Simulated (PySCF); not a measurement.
A structure optimised at B3LYP-D3(BJ)/def2-SVP, used in a PySCF frequency run:

```
Al
Cl 1 2.0846
Cl 1 2.0846 2 120.00
Cl 1 2.0846 2 120.00 3 180.00
```

**Question.** Write its SMILES, formula and point group.

**Answer.** [Cl][Al]([Cl])[Cl], AlCl₃, D3h

**Question.** What are its rotational constants (standard atomic weights)?

**Answer.** 2.1871, 2.1871, 1.0935 GHz
